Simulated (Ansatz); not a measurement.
Relative stability

Two relaxed structures of CH$_{4}$ClSi (charge -1), singlet (PBE0-D4/def2-TZVPD; forces vanish, vibrations not checked).

A:

```tsv
atom	x (Å)	y (Å)	z (Å)
Si1	-0.5614	0.2938	-0.2661
C2	1.0926	-0.3469	0.0268
Cl3	1.0808	-1.8808	1.0182
H4	-1.3920	-0.6113	-1.1380
H5	-0.4488	1.6028	-1.0067
H6	-1.5651	0.6109	0.8491
H7	1.7940	0.3316	0.5166
```

B:

```xyz
7
angstrom
Si -0.7781 0.0708 -0.3911
C 1.0282 -0.4295 0.1925
Cl 1.1011 -1.9902 1.1439
H 1.6705 -0.6094 -0.6726
H -0.2168 1.3252 -1.1045
H -1.1545 0.8418 0.8910
H 1.5222 0.2936 0.8422
```

Program: Ansatz 0.2.0. Basis: def2-TZVPPD. Cores are frozen in the correlated methods. B3LYP uses VWN-RPA correlation.

(1) Which structure is lower at CCSD(T), and by how much? (To be estimated.)

No T1 diagnostic of these runs exceeds 0.013.

Results:

(1) The calculation gives: B, by 56.4 kJ/mol (electronic energy, against the other). By their contacts, A is CH₄ClSi ([SiH3][CH][Cl]), total charge -1 and B is CH₄ClSi ([SiH2][CH2][Cl]), total charge -1.

All methods give the same order:

```
   method  E(B) − E(A) (kJ/mol)
   PBE-D4                 -57.0
r2SCAN-D4                 -50.3
  PBE0-D4                 -57.3
 B3LYP-D4                 -52.8
  wB97M-V                 -54.3
       HF                 -51.9
      MP2                 -47.0
     CCSD                 -57.2
  CCSD(T)                 -56.4
```

Labels in which every atom is bracketed show which atoms are joined, not bond orders.

For scale, one of the runs: CCSD(T)/def2-TZVPPD, 204 basis functions, launched by `ansatz run in.yaml --threads 2 --pin off --events-out ev --progress --plain --max-ram 4352MiB`. The run took 52 s on 2 CPU threads of an Arm Neoverse V2 (shared host), with 2.4 GiB of host memory at its peak.
